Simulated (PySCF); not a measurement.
Spin states of AlP⁻

Unrestricted PBE0; basis Al aug-cc-pVDZ-DK, P aug-cc-pVDZ-DK; spin-free X2C with a Gaussian nucleus; PySCF 2.14. Outer shells of the fragments: Al 3s2 3p1; P− 3s2 3p4.

Followed along the bond (rough minima from three points):

```json
{"2Ms+1": "2", "unpaired": "σ ↑", "⟨S²⟩ at the start": "0.77", "R at minimum (Å)": "2.16", "Te (eV)": "0.00"}
{"2Ms+1": "2", "unpaired": "π ↑", "⟨S²⟩ at the start": "0.76", "R at minimum (Å)": "2.27", "Te (eV)": "0.00"}
```

Solutions found at the starting distance of 2.360 Å, counted from the lowest of them; the search is not exhaustive and high or unbound solutions are not listed, so other states can lie among these:

```json
{"2Ms+1": "2", "unpaired": "π ↑", "term": "²Π", "E (eV)": "0.00", "⟨S²⟩": "0.76", "⟨Lz²⟩": "1.02", "μ (D)": "-0.38"}
{"2Ms+1": "2", "unpaired": "σ ↑", "term": "²Σ⁺", "E (eV)": "0.21", "⟨S²⟩": "0.77", "⟨Lz²⟩": "0.00", "μ (D)": "-2.10"}
```

A term symbol is given only where ⟨S²⟩ and ⟨Lz²⟩ are close to those of a pure state; real π, δ and φ orbitals otherwise mix terms. A positive dipole points towards P; it is taken about the centre of mass and depends on that origin.

Q: Compare the gap between the two lowest followed solutions at the starting distance with the gap between their minima.

A: At PBE0 the second solution (doublet, unpaired electrons π ↑) lies -0.21 eV from the first (doublet, unpaired electrons σ ↑) at 2.360 Å and +0.00 eV at the minima; the two curves relax by different amounts, since their minima lie near 2.27 and 2.16 Å. A gap this small is a tie at this level.
